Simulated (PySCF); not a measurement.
A spin–spin coupling run with PySCF 2.14 (density fitting, non-relativistic, gas phase) on SMILES B=O, BHO:

```
$ OMP_NUM_THREADS=1 python probes_run.py task.json out

{"job": {"kind": "j", "xc": "B3LYP", "basis": "pcJ-2"}, "charge": 0, "multiplicity": 1}
B     -0.002800    -0.034194    -0.014946
O      1.196666    -0.030527    -0.018749
H     -1.187306    -0.037559    -0.011305
```

Hardware: 1 thread of an Arm Neoverse V1, shared host. The job also computes field gradients.

Question: How large is the calculation?

Answer: 14 electrons, 126 basis functions and 248 auxiliary functions.

Question: How long does it take, and how much memory does it need?

Answer: 2.8 s of wall time, with 12 SCF cycles; peak memory 0.33 GiB. Times on a shared host scatter by some tens of per cent.

Question: And these other runs on the same molecule and hardware: spin–spin coupling at B3LYP/aug-cc-pVTZ-J; spin–spin coupling at B3LYP/def2-TZVP; spin–spin coupling at B3LYP/pcJ-0; spin–spin coupling at B97-2/pcJ-1; spin–spin coupling at BHandHLYP/pcJ-1; spin–spin coupling at CAM-B3LYP/pcJ-1?

Answer: B3LYP/aug-cc-pVTZ-J: 112 functions, 1.9 s; B3LYP/def2-TZVP: 68 functions, 1.2 s; B3LYP/pcJ-0: 29 functions, 0.59 s; B97-2/pcJ-1: 64 functions, 0.95 s; BHandHLYP/pcJ-1: 64 functions, 0.97 s; CAM-B3LYP/pcJ-1: 64 functions, 1.2 s.
